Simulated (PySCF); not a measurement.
Compound: C4H9OS (charge -1).
Atom-mapped SMILES: `[CH3:1][O:2][CH2:3][C@H:4]([CH3:5])[S-:6]` (hydrogens: H7, H8, H9 on C1; H10, H11 on C3; H12 on C4; H13, H14, H15 on C5)

The closed-shell SCF was solved with PySCF and density fitting under several settings on one GFN2-xTB geometry (grid level 2 and gas phase unless stated).

| settings | basis functions | SCF cycles | E (Eh) | HOMO (eV) | LUMO (eV) |
| --- | --- | --- | --- | --- | --- |
| PBE0/pcSseg-1 | 154 | 13 | -630.8068 | 0.23 | 5.65 |
| OLYP/IGLO-II, grid level 1 | 199 | 12 | -631.1974 | 1.66 | 4.94 |
| BP86/def2-TZVP | 246 | 15 | -631.4092 | 1.05 | 4.56 |
| mPW1PW91/cc-pVDZ, IEF-PCM acetone, start guess huckel, fitting basis def2-universal-jkfit | 133 | 13 | -631.3286 | -4.24 | 2.67 |
| B3LYP/6-31++G** | 166 | 14 | -631.2900 | -0.03 | 2.78 |
| LDA/3-21G, energy threshold 1e-06 Eh | 76 | 8 | -624.6378 | 1.76 | 6.65 |

Estimate the rows for these settings: (1) CAM-B3LYP/STO-3G; (2) WP04/IGLO-II, grid level 3, start guess vsap.

```csv
settings,basis functions,SCF cycles,E (Eh),HOMO (eV),LUMO (eV)
CAM-B3LYP/STO-3G,43,11,-623.5823,5.62,15.36
"WP04/IGLO-II, grid level 3, start guess vsap",199,14,-640.8293,-0.57,4.19
```

Over all rows, what range does the HOMO–LUMO gap span?

From 2.81 eV (B3LYP/6-31++G**) to 9.74 eV (CAM-B3LYP/STO-3G). The functional of the narrowest has 20 % exact exchange, that of the widest range-separated exact exchange.

Cycle counts include a coarse-grid stage where the run had one. All basis functions are spherical, in the Pople sets too. WP04 was designed for NMR shieldings or shifts; total energies of different functionals aren't comparable. The HOMO energy is positive at BP86/def2-TZVP, CAM-B3LYP/STO-3G, LDA/3-21G, OLYP/IGLO-II and PBE0/pcSseg-1; such an orbital is held in place by the finite basis. Geometry: GFN2-xTB, one conformer.

The values belong to the conformer `[CH3:1][O:2][CH2:3][C@H:4]([CH3:5])[S-:6]`: C1–O2–C3–C4 -71°, O2–C3–C4–C5 -152°.
